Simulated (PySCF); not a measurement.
**Potential energy of AlC along the bond**

Set-up: PySCF, no relativity, basis sets Al 6-31G(d,p), C 6-31G(d,p). Energies in eV from Al + C in their ground configurations at the same level. State: ⁴Σ⁻ (quartet), unpaired electrons σ ↑, π ↑↑.

All columns are PBE0. A positive dipole means Al(−)C(+).

```
R (Å)  E (eV)  μ (D)  Mulliken charge on Al (basis-dependent)  HOMO (eV)  LUMO (eV)  Mayer bond order  ⟨S²⟩
1.696  -2.717  -0.50                                     0.13      -6.18      -3.05              1.63  3.75
1.775  -3.131  -0.69                                     0.17      -6.23      -2.88              1.55  3.75
1.854  -3.360  -0.90                                     0.21      -6.27      -2.74              1.47  3.75
1.913  -3.440  -1.07                                     0.23      -6.29      -2.64              1.41  3.75
1.972  -3.463  -1.25                                     0.25      -6.31      -2.56              1.36  3.75
2.031  -3.440  -1.44                                     0.27      -6.32      -2.48              1.31  3.75
2.110  -3.359  -1.71                                     0.30      -6.31      -2.40              1.26  3.75
2.209  -3.200  -2.05                                     0.32      -6.29      -2.33              1.20  3.75
2.327  -2.961  -2.46                                     0.34      -6.15      -2.28              1.14  3.75
2.485  -2.606  -2.99                                     0.35      -5.84      -2.27              1.09  3.75
```

A fit through these points gives, at Re = 1.969 Å, μ = -1.24 D and dμ/dR = -3.15 D/Å; the reduced mass is 8.306 u.

Q: How strong is the fundamental in the double-harmonic approximation, I = 42.26·(dμ/dR)²/μred km/mol?

A: I = 42.26·(-3.15)²/8.306 = 50.5 km/mol at PBE0.

The state is the lowest determinant that a PBE0 search found; another state may lie lower at other levels.
